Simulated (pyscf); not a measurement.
Thermochemistry of product channels of ethylene (H₂C=CH₂) + hydroxyl (OH•) on the doublet surface, in kcal/mol, from CCSD(T)/def2-TZVPP + ΔMP2(QZVPP) energies (ideal gas, 1 atm, RRHO with modes under 100 cm⁻¹ raised to 100, one conformer, R ln 2 for chiral ones without a mode under 150 cm⁻¹). Single points on ωB97X-D3(BJ)/def2-SVP structures (PySCF, gas phase). Correlated levels are frozen-core, on RHF or UHF. ΔMP2 is the change of the MP2 total energy from the triple- to the quadruple-zeta basis.

| products | ΔE | ΔH(298 K) | ΔG(298 K) | ΔG(600 K) |
|---|---|---|---|---|
| vinyl (•HC=CH₂) + water (H₂O) | -6.7 | -7.3 | -9.1 | -11.0 |
| formaldehyde (H₂C=O) + methyl (CH₃•) | -10.9 | -12.5 | -13.7 | -14.9 |
| :HC–OH [singlet] + methyl (CH₃•) | +40.5 | +39.1 | +37.4 | +35.7 |
| •H₂C–CH₂–OH | -29.6 | -27.1 | -18.9 | -10.5 |

The channel to •H₂C–CH₂–OH turns unfavourable between 298 and 1200 K (ΔG from -18.9 kcal/mol to +5.6 kcal/mol).

These are energies of the channels, which say nothing of barriers. •H₂C–CH₂–OH lies 8.0 kcal/mol over its isomer H₃C–CH•–OH (electronic energy, ωB97M-D3(BJ)). The CCSD(T) − MP2 part came from Ansatz, without density fitting, on the same reference. A UHF reference is spin-contaminated (<S²> up to 0.96), which harms MP2 most. Left out: orbital degeneracy and the spin-orbit lowering of OH.
